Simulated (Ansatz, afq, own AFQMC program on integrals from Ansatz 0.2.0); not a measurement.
The Si5–H13 bond of Si$_{2}$GeH$_{8}$O$_{2}$, singlet, worked out

```xyz
13

Si   -2.0273    0.6813    1.1662
O    -0.3826    0.9189    1.1413
Ge    1.0788   -0.0725    1.0809
O     1.0776   -0.9684   -0.4421
Si    1.1279   -0.6280   -2.0680
H    -2.6625    1.8791    1.7864
H    -2.5588    0.5046   -0.2189
H    -2.3743   -0.5333    1.9704
H     2.2563    0.9082    1.1092
H     1.0405   -1.1276    2.1919
H     1.6715   -1.8210   -2.7781
H     2.0129    0.5501   -2.3348
H    -0.2394   -0.3264   -2.5895
```

The molecule and both fragments are relaxed with PBE0/def2-SVP; the fragments keep their bonds.

Basis def2-SVP. Only valence electrons are correlated. Ansatz 0.2.0 and our own AFQMC program on the same integrals; the CISD trial comes from CCSD amplitudes, and released means the phaseless constraint is let go. Uncertainties: one standard error, sampling alone. No spin–orbit coupling.

Total energies in eV. CBS is CCSD(T) at the limit of def2-TZVPP/QZVPP (MP2 extrapolated, CCSD(T) minus MP2 added); the highest rung of each member is named.

Cautions: inner d shell frozen; no relativity below Rb; no spin-orbit coupling; Si₂GeH₈O₂ (singlet): the released value is read at 0.90 1/Eh with a noise of 15 meV, more than in the cases checked (meV from the phaseless value at times in 1/Eh: 2 ± 11 at 0.21, -20 ± 10 at 0.42, -10 ± 13 at 0.63, 3 ± 15 at 0.90); Si₂GeH₇O₂ (doublet): the released value is read at 0.90 1/Eh with a noise of 24 meV, more than in the cases checked (meV from the phaseless value at times in 1/Eh: 28 ± 21 at 0.21, 27 ± 22 at 0.42, 23 ± 23 at 0.63, -5 ± 24 at 0.90).

| member | count | CCSD(T)/def2-SVP | highest rung in def2-SVP | which | CCSD(T)/CBS |
| --- | --- | --- | --- | --- | --- |
| Si₂GeH₇O₂, doublet | +1 | -76389.6639 | -76389.7810 ± 0.0244 | released AFQMC | -76418.0873 |
| H (doublet) | +1 | -13.5861 | -13.5861 | FCI | -13.6059 |
| Si₂GeH₈O₂, singlet | -1 | -76407.3253 | -76407.4134 ± 0.0150 | released AFQMC | -76435.9654 |

Question: Work out the best estimate of the bond energy: the CCSD(T)/CBS difference plus the step from CCSD(T) to the highest rung.

Answer: Sums with the counts: CCSD(T)/CBS 4.2722 eV, highest rung 4.0463 eV, CCSD(T)/def2-SVP 4.0753 eV. The step is 4.0463 − 4.0753 = -0.0290 eV, so the best estimate is 4.2722 + (-0.0290) = 4.2432 eV = 97.9 kcal/mol, with sampling noise 0.029 eV. The step is under twice that noise, so its sign is open. The basis set is worth 0.197 eV of it. Zero-point, core-correlation and spin–orbit terms aren't in it. Past Ne the Hartree–Fock part of each CBS total tends to overshoot, since the cores don't follow the formula; that largely cancels in the difference.

Best estimates are given only where the step beyond CCSD(T) is under 0.3 eV and no member's determinant is very poor (T1 over 0.05, or 0.07 for open shells, ⟨S²⟩ too high by 0.3, two states mixed), so the hardest cases are missing from such tables.

Each member of a difference takes its own highest rung, so a best estimate needn't equal the limit plus the step of one row. Released energies are given only where the last usable release times agree within the noise; a slower fall can still hide under it.
